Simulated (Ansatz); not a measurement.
Species: ethyl chloride, C2H5Cl (charge 0, singlet). 
Coordinates optimised at B3LYP-D3(BJ)/def2-TZVP (Ansatz, a quantum-chemistry and plane-wave program):
SMILES: CCCl
```xyz
8

C      0.0132     0.8176    -0.0128
C      1.5157     0.6457    -0.0186
Cl    -0.8344    -0.7820     0.0168
H     -0.3333     1.3555     0.8664
H     -0.3433     1.3280    -0.9043
H      1.9943     1.6284    -0.0365
H      1.8521     0.1152     0.8721
H      1.8422     0.0878    -0.8961
```
Charge 0, spin multiplicity 1.

Quantity: atomisation energy (electronic, to ground-state atoms), in eV. Cores are frozen in the correlated levels unless marked. UHF or UKS for open shells. No spin-orbit coupling. Non-relativistic. The coupled-cluster limit lacks core correlation, which all-electron functionals hold. CBS(X,Y): correlation extrapolated as X^-3; Hartree-Fock from the larger set. [CCSD(T)-MP2]/basis is that difference in the basis named.

```json
[
 {"level": "SVWN5/def2-TZVPD", "program": "Ansatz", "atomisation energy (eV)": "___"},
 {"level": "PBE-D3(BJ)/def2-TZVPD", "program": "Ansatz + dftd3", "atomisation energy (eV)": "30.50"},
 {"level": "BLYP/def2-TZVPD", "program": "Ansatz", "atomisation energy (eV)": "___"},
 {"level": "CCSD/aug-cc-pV(D+d)Z", "program": "Ansatz", "atomisation energy (eV)": "27.92"},
 {"level": "CCSD/aug-cc-pV(T+d)Z", "program": "Ansatz", "atomisation energy (eV)": "29.10"},
 {"level": "CCSD/cc-pV(T+d)Z", "program": "Ansatz", "atomisation energy (eV)": "28.95"},
 {"level": "RI-MP2/CBS(aug-cc-pV(T+d)Z,aug-cc-pV(Q+d)Z)+[CCSD(T)-MP2]/aug-cc-pV(T+d)Z", "program": "Ansatz", "atomisation energy (eV)": "___"}
]
```

Fill in the missing entries.


- SVWN5/def2-TZVPD, atomisation energy (eV): 33.94
- BLYP/def2-TZVPD, atomisation energy (eV): 29.50
- RI-MP2/CBS(aug-cc-pV(T+d)Z,aug-cc-pV(Q+d)Z)+[CCSD(T)-MP2]/aug-cc-pV(T+d)Z, atomisation energy (eV): 30.02
